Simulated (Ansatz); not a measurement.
Born–Oppenheimer molecular dynamics of ClH$_{4}$Si (6 atoms, charge -1, multiplicity 1). It starts from a relaxed structure.

Level of theory: UKS B3LYP-D4/def2-SVP in Ansatz 0.2.0.

- ensemble: NVT, Nosé–Hoover chain
- time step: 0.5 fs
- steps asked: 150
- set temperature: 1500 K
- thermostat: time constant 300 fs, chain length 3
- seed: 918081

First frame:

```xyz
6
Properties=species:S:1:pos:R:3
Cl 0.676 -0.034 -2.247
Si -0.072 0.004 0.240
H -0.616 -1.356 -0.070
H -0.524 0.026 1.745
H -0.856 1.208 -0.180
H 1.392 0.153 0.511
```

Question: How far do the bonds stretch over the last three quarters of this one trajectory? (Pairs bonded in most of those frames.)

Answer: 
```csv
bond,mean (Å),spread (Å),shortest,longest
Si2–H3,1.498,0.040,1.43,1.56
Si2–H4,1.568,0.095,1.42,1.71
Si2–H5,1.498,0.042,1.43,1.57
Si2–H6,1.498,0.054,1.42,1.57
```

Mean temperature of the second half: 623 K. The conserved energy stayed within 0.41 meV per atom of its start (net change 0.18 meV per atom), so the integration is sound. The mean temperature of the second half is 58 % below the set value. A run of 0.075 ps of so small a system gives no equilibrium averages. The orbitals stay closed-shell, which can raise the energy where a bond breaks towards radicals; this wasn't checked here. Limits of this set-up: an anion without diffuse functions, the dipole of an ion depends on the origin.

Run time: 2.3 min on 1 thread of Intel(R) Xeon(R) 6975P-C (Granite Rapids), with other jobs on the host, peak memory 0.15 GiB.
